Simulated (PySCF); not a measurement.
BCl₃, SMILES ClB(Cl)Cl. Geometry optimised at PBE0-D3(BJ)/def2-SVP. The isomer is the one that the SMILES or the coordinates give; other isomers of the formula were not compared.

Calculation: PBE0-D3(BJ)/def2-SVP (PySCF 2.14.0).

Harmonic wavenumbers (cm⁻¹): 256, 256, 453, 479, 1001, 1001. Rotational constants (GHz): 3.133, 3.133, 1.566; symmetry number 6.

Q: Work out the zero-point energy and the ideal-gas rigid-rotor harmonic-oscillator thermochemistry at 298.15 K and 1 atm.

A: ZPE = ½ Σ hcν = ½ × 3445 cm⁻¹ = 4.93 kcal/mol. H − E(el) = 8.26 kcal/mol. Entropy in cal/(mol K): translation 40.19, rotation 23.88, vibration 5.07, total 69.13. G − E(el) = -12.36 kcal/mol. Cp = 14.86 cal/(mol K).
